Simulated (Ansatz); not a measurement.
Structure relaxation of I

Theory: Ansatz, DFT PBEsol, scalar-relativistic, plane waves, PAW. Cutoff 420 eV, Γ-centred k mesh, Gaussian smearing, no spin polarisation in the final step.

The start puts I on the samarium (9R) structure type (R-3m, No. 166), at a guessed volume.

```xyz
3
Lattice="2.1051 1.2154 10.1739 -2.1051 1.2154 10.1739 0.0000 -2.4308 10.1739" Properties=species:S:1:pos:R:3 pbc="T T T"
I     0.0000    0.0000    0.0000
I     0.0000    0.0000    6.7825
I     0.0000    0.0000   23.7391
```

Cell and atoms relax at zero pressure; the relaxation can't lower the symmetry of the start.

Energies count from the standard state of I at the same level.

(1) Which crystal results?

(2) What are its volume, energy, density and gap?

Answers

(1) It keeps R-3m (No. 166), but not the shape of the type it started on. Conventional cell: a = 4.123 Å, c = 21.632 Å. I on Wyckoff site a (1 atom of the primitive cell) has 6 I at 3.38 Å; around I on Wyckoff site c (2 atoms of the primitive cell) lie 6 I at 3.38 Å.

```cif
data_structure
_symmetry_space_group_name_H-M 'R-3m:H'
_symmetry_Int_Tables_number 166
_cell_length_a 4.1229
_cell_length_b 4.1229
_cell_length_c 21.6321
_cell_angle_alpha 90.000
_cell_angle_beta 90.000
_cell_angle_gamma 120.000
_cell_volume 318.44
loop_
_atom_site_label
_atom_site_type_symbol
_atom_site_symmetry_multiplicity
_atom_site_Wyckoff_symbol
_atom_site_fract_x
_atom_site_fract_y
_atom_site_fract_z
_atom_site_occupancy
I1 I 3 a 0.00000 0.00000 0.00000 1
I2 I 6 c 0.33333 0.66667 0.88894 1
```

(2) The volume per atom is 35.38 Å³ and the density is 5.96 g/cm³. The energy over the standard structure is 0.31 eV/atom and the gap on the 15×15×15 mesh is 0 eV (a metal).

The final run used a 15×15×15 mesh on its 3-atom cell and 0.10 eV smearing. The k mesh leaves about 4 meV/atom of noise in metals. Spin–orbit coupling is left out. Symmetry constrained the relaxation, so the result can be a saddle point. The steps took of the order of 12 core-minutes in all.

This form isn't the element's structure at ambient conditions.